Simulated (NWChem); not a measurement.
All runs are NWChem calculations. System: NO2, charge 0, spin multiplicity 4, at the geometry of a parent with another charge or spin, in a state set for the comparison that need not be this species' ground state. Its SCF solution wasn't tested for a lower state. Level: UHF/def2-TZVP.

Job file:

```
start mol
memory heap 200 mb stack 900 mb global 1100 mb
geometry units angstroms nocenter noautoz
  O     -1.099437     0.000000     0.139935
  N      0.000000     0.000000    -0.319852
  O      1.099437     0.000000     0.139935
  symmetry group C2v
end
basis spherical
  * library def2-tzvp
end
scf
  uhf
  nopen 3
  maxiter 100
  thresh 1e-7
  semidirect memsize 60000000 filesize 0
  # guess.movecs holds the orbitals of an unrestricted PBE0 run
  vectors input guess.movecs output mol.movecs
end
task scf energy
```

NWChem printed:

```
             Northwest Computational Chemistry Package (NWChem) 7.3.0
             --------------------------------------------------------

                                NWChem Input Module
                                -------------------

 Scaling coordinates for geometry "geometry" by  1.889725989
 (inverse scale =  0.529177249)

 Turning off AUTOSYM since
 SYMMETRY directive was detected!

                             Geometry "geometry" -> ""
                             -------------------------

 Output coordinates in angstroms (scale by  1.889725989 to convert to a.u.)

  No.       Tag          Charge          X              Y              Z
 ---- ---------------- ---------- -------------- -------------- --------------
    1 O                    8.0000    -1.09943700     0.00000000     0.13993500
    2 N                    7.0000     0.00000000     0.00000000    -0.31985200
    3 O                    8.0000     1.09943700     0.00000000     0.13993500

 Effective nuclear repulsion energy (a.u.)      65.1357033684

            Nuclear Dipole moment (a.u.)
            ----------------------------
        X                 Y               Z
 ---------------- ---------------- ----------------
     0.0000000000     0.0000000000    -0.0000075589

      Symmetry information
      --------------------

 Group name             C2v
 Group number             16
 Group order               4
 No. of unique centers     2

      Symmetry unique atoms

     1    2


 Summary of "ao basis" -> "" (spherical)
 ------------------------------------------------------------------------------
       Tag                 Description            Shells   Functions and Types
 ---------------- ------------------------------  ------  ---------------------
 *                         def2-tzvp                  on all atoms

 Summary of "ao basis" -> "ao basis" (spherical)
 ------------------------------------------------------------------------------
       Tag                 Description            Shells   Functions and Types
 ---------------- ------------------------------  ------  ---------------------
 O                         def2-tzvp                11       31   5s3p2d1f
 N                         def2-tzvp                11       31   5s3p2d1f

                                 NWChem SCF Module
                                 -----------------

  ao basis        = "ao basis"
  functions       =    93
  atoms           =     3
  alpha electrons =    13
  beta  electrons =    10
  charge          =   0.00
  wavefunction    = UHF
  use symmetry    = T
  symmetry adapt  = T

 Summary of "ao basis" -> "ao basis" (spherical)
 ------------------------------------------------------------------------------
       Tag                 Description            Shells   Functions and Types
 ---------------- ------------------------------  ------  ---------------------
 O                         def2-tzvp                11       31   5s3p2d1f
 N                         def2-tzvp                11       31   5s3p2d1f

      Symmetry analysis of basis
      --------------------------

        a1         35
        a2         13
        b1         28
        b2         17

 Forming initial guess at       0.0s

   Symmetry analysis of molecular orbitals - initial alpha
   -------------------------------------------------------

  Numbering of irreducible representations:

     1 a1          2 a2          3 b1          4 b2

  Orbital symmetries:

     1 b1          2 a1          3 a1          4 a1          5 b1
     6 a1          7 a1          8 b1          9 b2         10 b1
    11 a2         12 a1         13 b2         14 a1         15 b1
    16 a1         17 b2         18 a1         19 b1         20 a1
    21 a2         22 a1         23 b2

   Symmetry analysis of molecular orbitals - initial beta
   ------------------------------------------------------

  Numbering of irreducible representations:

     1 a1          2 a2          3 b1          4 b2

  Orbital symmetries:

     1 b1          2 a1          3 a1          4 a1          5 b1
     6 a1          7 b1          8 b2          9 a1         10 a2
    11 b1         12 a1         13 b2         14 a1         15 b1
    16 a1         17 b2         18 a1         19 b1         20 a1
    21 a2         22 a1         23 b1

 Starting SCF solution at       0.0s

 ----------------------------------------------
         Quadratically convergent UHF

 Convergence threshold     :          1.000E-07
 Maximum no. of iterations :          100
 Integral*density screening:          1.000E-09
 ----------------------------------------------

              iter       energy          gnorm     gmax       time
             ----- ------------------- --------- --------- --------
                 1     -204.0051705239  5.96D-01  1.09D-01      0.3
                 2     -204.0281250815  1.75D-01  3.52D-02      0.4
                 3     -204.0320710857  1.46D-02  4.93D-03      0.5
                 4     -204.0321725091  1.86D-04  6.55D-05      0.7
                 5     -204.0321725208  2.20D-08  6.73D-09      1.0

       Final UHF  results
       ------------------

         Total SCF energy =   -204.032172520848
      One electron energy =   -408.817779903721
      Two electron energy =    139.649904014428
 Nuclear repulsion energy =     65.135703368446

                       Sz =      1.5000
                 Sz(Sz+1) =      3.7500
                      S^2 =      3.7949

        Time for solution =      1.0s

       Symmetry analysis of molecular orbitals - alpha
       -----------------------------------------------
[...]
   22    0.6922
   23    0.6941

                    UHF Final Alpha Molecular Orbital Analysis
                    ------------------------------------------

 Vector   11  Occ=1.000000D+00  E=-6.705225D-01  Symmetry=a2
              MO Center= -6.9D-15, -2.3D-16,  1.3D-01, r^2= 1.7D+00
   Bfn.  Coefficient  Atom+Function         Bfn.  Coefficient  Atom+Function
  ----- ------------  ---------------      ----- ------------  ---------------
     7      0.363024  1 O  py                69     -0.363024  3 O  py
    10      0.320897  1 O  py                72     -0.320897  3 O  py
    13      0.156495  1 O  py                75     -0.156495  3 O  py

 Vector   12  Occ=1.000000D+00  E=-5.024338D-01  Symmetry=a1
              MO Center=  4.7D-16,  5.3D-15, -2.6D-01, r^2= 1.4D+00
   Bfn.  Coefficient  Atom+Function         Bfn.  Coefficient  Atom+Function
  ----- ------------  ---------------      ----- ------------  ---------------
    36      0.398035  2 N  s                 39     -0.334400  2 N  pz
    42     -0.310602  2 N  pz                 8      0.270748  1 O  pz
    70      0.270748  3 O  pz                35      0.250352  2 N  s
    11      0.248441  1 O  pz                73      0.248441  3 O  pz
    14      0.172208  1 O  pz                76      0.172208  3 O  pz

 Vector   13  Occ=1.000000D+00  E=-3.875653D-01  Symmetry=b2
              MO Center=  8.7D-15, -6.5D-15, -1.2D-01, r^2= 1.3D+00
   Bfn.  Coefficient  Atom+Function         Bfn.  Coefficient  Atom+Function
  ----- ------------  ---------------      ----- ------------  ---------------
    41      0.423026  2 N  py                38      0.420187  2 N  py
    44      0.306119  2 N  py                 7     -0.279495  1 O  py
    69     -0.279495  3 O  py                10     -0.256168  1 O  py
    72     -0.256168  3 O  py                13     -0.233898  1 O  py
    75     -0.233898  3 O  py

 Vector   14  Occ=0.000000D+00  E= 2.845005D-01  Symmetry=a1
              MO Center=  6.3D-16, -4.2D-16,  1.9D-01, r^2= 3.8D+00
   Bfn.  Coefficient  Atom+Function         Bfn.  Coefficient  Atom+Function
  ----- ------------  ---------------      ----- ------------  ---------------
    36      5.449980  2 N  s                  5     -2.502037  1 O  s
    67     -2.502037  3 O  s                 45      1.617994  2 N  pz
    12     -1.338898  1 O  px                74      1.338898  3 O  px
    42      0.303434  2 N  pz                35     -0.153805  2 N  s

 Vector   15  Occ=0.000000D+00  E= 3.540365D-01  Symmetry=b1
              MO Center= -9.4D-15,  2.7D-17, -3.2D-01, r^2= 5.1D+00
   Bfn.  Coefficient  Atom+Function         Bfn.  Coefficient  Atom+Function
  ----- ------------  ---------------      ----- ------------  ---------------
    43      4.013786  2 N  px                 5      3.380510  1 O  s
    67     -3.380510  3 O  s                 12      1.328798  1 O  px
    74      1.328798  3 O  px                14     -0.898602  1 O  pz
    76      0.898602  3 O  pz                40      0.456971  2 N  px
    54     -0.187355  2 N  d  1

 Vector   16  Occ=0.000000D+00  E= 4.052968D-01  Symmetry=a1
              MO Center=  3.6D-15, -2.3D-14, -1.1D+00, r^2= 2.5D+00
   Bfn.  Coefficient  Atom+Function         Bfn.  Coefficient  Atom+Function
  ----- ------------  ---------------      ----- ------------  ---------------
    35      1.815382  2 N  s                 45      1.229291  2 N  pz
     5     -0.519370  1 O  s                 67     -0.519370  3 O  s
    12     -0.501687  1 O  px                74      0.501687  3 O  px
    36     -0.353253  2 N  s                 42     -0.238095  2 N  pz
     9     -0.164246  1 O  px                71      0.164246  3 O  px

                     UHF Final Beta Molecular Orbital Analysis
                     -----------------------------------------

 Vector    8  Occ=1.000000D+00  E=-6.813961D-01  Symmetry=b2
              MO Center=  1.1D-14,  7.6D-16,  2.4D-02, r^2= 1.4D+00
   Bfn.  Coefficient  Atom+Function         Bfn.  Coefficient  Atom+Function
  ----- ------------  ---------------      ----- ------------  ---------------
     7      0.270560  1 O  py                69      0.270560  3 O  py
    10      0.247396  1 O  py                72      0.247396  3 O  py
    38      0.198194  2 N  py                41      0.187858  2 N  py

 Vector    9  Occ=1.000000D+00  E=-5.731791D-01  Symmetry=a1
              MO Center=  2.4D-15, -2.2D-15, -3.1D-01, r^2= 1.2D+00
   Bfn.  Coefficient  Atom+Function         Bfn.  Coefficient  Atom+Function
  ----- ------------  ---------------      ----- ------------  ---------------
    39      0.313089  2 N  pz                42      0.300467  2 N  pz
    45      0.163787  2 N  pz

 Vector   10  Occ=1.000000D+00  E=-5.255173D-01  Symmetry=a2
              MO Center= -1.4D-14,  4.6D-16,  1.2D-01, r^2= 1.8D+00
   Bfn.  Coefficient  Atom+Function         Bfn.  Coefficient  Atom+Function
  ----- ------------  ---------------      ----- ------------  ---------------
     7      0.332902  1 O  py                69     -0.332902  3 O  py
    10      0.305788  1 O  py                72     -0.305788  3 O  py
    13      0.206921  1 O  py                75     -0.206921  3 O  py

 Vector   11  Occ=0.000000D+00  E=-1.831206D-03  Symmetry=b1
              MO Center= -2.5D-15, -3.1D-16,  3.4D-02, r^2= 2.1D+00
   Bfn.  Coefficient  Atom+Function         Bfn.  Coefficient  Atom+Function
  ----- ------------  ---------------      ----- ------------  ---------------
    43      0.324198  2 N  px                 5      0.297939  1 O  s
    67     -0.297939  3 O  s                 12      0.244855  1 O  px
    74      0.244855  3 O  px                14      0.238642  1 O  pz
    76     -0.238642  3 O  pz                 8      0.236816  1 O  pz
    70     -0.236816  3 O  pz                11      0.210656  1 O  pz

 Vector   12  Occ=0.000000D+00  E= 1.221495D-01  Symmetry=a1
              MO Center=  1.2D-15,  3.6D-16, -7.7D-02, r^2= 2.2D+00
   Bfn.  Coefficient  Atom+Function         Bfn.  Coefficient  Atom+Function
  ----- ------------  ---------------      ----- ------------  ---------------
    36      1.750932  2 N  s                  5     -0.601926  1 O  s
    67     -0.601926  3 O  s                 14      0.444515  1 O  pz
    76      0.444515  3 O  pz                 8      0.215036  1 O  pz
    70      0.215036  3 O  pz                12     -0.211690  1 O  px
    74      0.211690  3 O  px                11      0.197649  1 O  pz

 Vector   13  Occ=0.000000D+00  E= 2.097399D-01  Symmetry=b2
              MO Center= -4.0D-16,  6.0D-15, -2.4D-01, r^2= 1.7D+00
   Bfn.  Coefficient  Atom+Function         Bfn.  Coefficient  Atom+Function
  ----- ------------  ---------------      ----- ------------  ---------------
    44      0.895461  2 N  py                13     -0.470008  1 O  py
    75     -0.470008  3 O  py                38      0.340284  2 N  py
    41      0.316862  2 N  py                 7     -0.212084  1 O  py
    69     -0.212084  3 O  py                10     -0.180460  1 O  py
    72     -0.180460  3 O  py

 center of mass
 --------------
 x =   0.00000000 y =   0.00000000 z =  -0.00009920

 moments of inertia (a.u.)
 ------------------
           7.352844878743           0.000000000000           0.000000000000
           0.000000000000         145.439008769057           0.000000000000
           0.000000000000           0.000000000000         138.086163890314

  Mulliken analysis of the total density
  --------------------------------------

    Atom       Charge   Shell Charges
 -----------   ------   -------------------------------------------------------
    1 O    8     8.14   0.79  1.18  0.60  1.01  0.32  1.79  1.84  0.56  0.01  0.05  0.00
    2 N    7     6.71   0.82  1.16  0.55  0.64  0.20  1.51  1.39  0.31  0.03  0.09  0.01
    3 O    8     8.14   0.79  1.18  0.60  1.01  0.32  1.79  1.84  0.56  0.01  0.05  0.00

  Mulliken analysis of the alpha density
  --------------------------------------

    Atom       Charge   Shell Charges
 -----------   ------   -------------------------------------------------------
    1 O    8     4.57   0.40  0.59  0.32  0.52  0.14  1.16  1.13  0.28  0.00  0.02  0.00
    2 N    7     3.85   0.41  0.58  0.31  0.35  0.15  0.99  0.85  0.15  0.02  0.04  0.01
    3 O    8     4.57   0.40  0.59  0.32  0.52  0.14  1.16  1.13  0.28  0.00  0.02  0.00

   Mulliken analysis of the beta density
   -------------------------------------

    Atom       Charge   Shell Charges
 -----------   ------   -------------------------------------------------------
    1 O    8     3.57   0.40  0.59  0.28  0.49  0.18  0.63  0.70  0.28  0.00  0.02  0.00
    2 N    7     2.86   0.41  0.58  0.24  0.29  0.05  0.52  0.54  0.16  0.01  0.05  0.01
    3 O    8     3.57   0.40  0.59  0.28  0.49  0.18  0.63  0.70  0.28  0.00  0.02  0.00

   Mulliken analysis of the spin density
   -------------------------------------

    Atom       Charge   Shell Charges
 -----------   ------   -------------------------------------------------------
    1 O    8     1.01   0.00 -0.00  0.04  0.04 -0.04  0.54  0.43  0.00  0.00 -0.00 -0.00
    2 N    7     0.99   0.00 -0.00  0.07  0.06  0.10  0.46  0.32 -0.01  0.00 -0.01  0.00
    3 O    8     1.01   0.00 -0.00  0.04  0.04 -0.04  0.54  0.43  0.00  0.00 -0.00 -0.00

       Multipole analysis of the density wrt the origin
       ------------------------------------------------

     L   x y z        total         alpha         beta         nuclear
     -   - - -        -----         -----         ----         -------
     0   0 0 0     -0.000000    -13.000000    -10.000000     23.000000

     1   1 0 0     -0.000000      0.000000     -0.000000      0.000000
     1   0 1 0      0.000000      0.000000      0.000000      0.000000
     1   0 0 1      0.044492      0.241503     -0.197004     -0.000008

     2   2 0 0    -12.450828    -45.710391    -35.805490     69.065053
     2   1 1 0     -0.000000     -0.000000     -0.000000      0.000000
     2   1 0 1      0.000000     -0.000000      0.000000      0.000000
     2   0 2 0    -11.571980     -6.479906     -5.092074      0.000000
     2   0 1 1      0.000000     -0.000000      0.000000      0.000000
     2   0 0 2    -11.217514     -8.951042     -5.942691      3.676218

 Task  times  cpu:        1.0s     wall:        1.0s

 Total times  cpu:        1.0s     wall:        1.0s
```
